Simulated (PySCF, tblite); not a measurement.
Compound: CH2PH, CH3P.
SMILES with atom numbers: `[CH2:1]=[PH:2]` (hydrogens: H3, H4 on C1; H5 on P2)

Structure used (GFN2-xTB), in Å, numbered top down from 1:
```xyz
5
CH3P angstrom
C     -0.5431    0.0184   -0.2094
P      0.8908   -0.7750    0.0728
H     -0.6220    0.9978   -0.6497
H     -1.4751   -0.4543    0.0558
H      1.7580    0.2160   -0.4250
```

Computed with PBE0/pcSseg-1 in PySCF (dipole) on a GFN2-xTB geometry, gas phase.

Take the most abundant isotopes and a rigid rotor. 

(1) What are A, B and C (cm⁻¹)?

(2) What kind of rotor is it?

(3) Is it planar, by Δ = Ic − Ia − Ib?

(4) Which lines would a microwave search look for?

Results:

(1) Ia = 3.56, Ib = 30.52, Ic = 34.08 u·Å²; 505379 MHz·u·Å²/I gives 141951, 16558 and 14828 MHz, that is A = 4.73497, B = 0.55230, C = 0.49461 cm⁻¹.

(2) A near-prolate asymmetric top. Ray's parameter κ = (2B − A − C)/(A − C) = -0.973; −1 is the prolate and +1 the oblate limit.

(3) Planar: Δ = Ic − Ia − Ib = 0.00 u·Å². For a rigid frame Δ = −2 Σ m c², so it vanishes when all atoms lie in the ab plane; here none is more than 0.01 Å from it.

(4) The dipole components are |μa| = 0.80 D, |μb| = 0.69 D, |μc| = 0.00 D; the mirror of this Cs structure is the ab plane, so μc vanishes by symmetry and there are no c-type lines. Intensities carry the squares of the components, which stand as 1.00 : 0.74 (a : b). Some lines, for components of 0.1 D or more:

| type | branch | J(Ka,Kc) | MHz | lower level (cm⁻¹) |
| --- | --- | --- | --- | --- |
| a | Q | 1(1,0) ← 1(1,1) | 1730 | 5.230 |
| a | Q | 2(1,1) ← 2(1,2) | 5189 | 7.266 |
| a | Q | 3(1,2) ← 3(1,3) | 10377 | 10.320 |
| a | R | 1(0,1) ← 0(0,0) | 31386 | 0.000 |
| a | R | 2(1,2) ← 1(1,1) | 61041 | 5.230 |
| a | R | 2(0,2) ← 1(0,1) | 62753 | 1.047 |
| a | R | 2(1,1) ← 1(1,0) | 64501 | 5.287 |
| a | R | 3(1,3) ← 2(1,2) | 91551 | 7.266 |
| a | R | 3(0,3) ← 2(0,2) | 94085 | 3.140 |
| a | R | 3(2,2) ← 2(2,1) | 94157 | 19.987 |
| a | R | 3(2,1) ← 2(2,0) | 94228 | 19.987 |
| b | Q | 1(1,0) ← 1(0,1) | 127123 | 1.047 |
| b | Q | 2(1,1) ← 2(0,2) | 128870 | 3.140 |
| b | Q | 3(1,2) ← 3(0,3) | 131524 | 6.278 |
| b | R | 1(1,1) ← 0(0,0) | 156779 | 0.000 |
| b | R | 2(1,2) ← 1(0,1) | 186435 | 1.047 |
| b | R | 3(1,3) ← 2(0,2) | 215233 | 3.140 |
| b | Q | 3(2,1) ← 3(1,2) | 373685 | 10.666 |
| b | Q | 2(2,1) ← 2(1,2) | 381369 | 7.266 |
| b | Q | 3(2,2) ← 3(1,3) | 383974 | 10.320 |
| b | R | 2(2,1) ← 1(1,0) | 440680 | 5.287 |
| b | R | 2(2,0) ← 1(1,1) | 442428 | 5.230 |
| b | R | 3(2,2) ← 2(1,1) | 470336 | 7.439 |
| b | R | 3(2,1) ← 2(1,2) | 475614 | 7.266 |
| b | Q | 3(3,0) ← 3(2,1) | 631213 | 23.130 |
| b | Q | 3(3,1) ← 3(2,2) | 631301 | 23.128 |
| b | R | 3(3,1) ← 2(2,0) | 725440 | 19.987 |
| b | R | 3(3,0) ← 2(2,1) | 725458 | 19.987 |

Its GFN2-xTB frequencies are all real (lowest 746 cm⁻¹). These are rigid-rotor constants of the computed structure; measured ground-state constants (B0) also hold zero-point vibration.
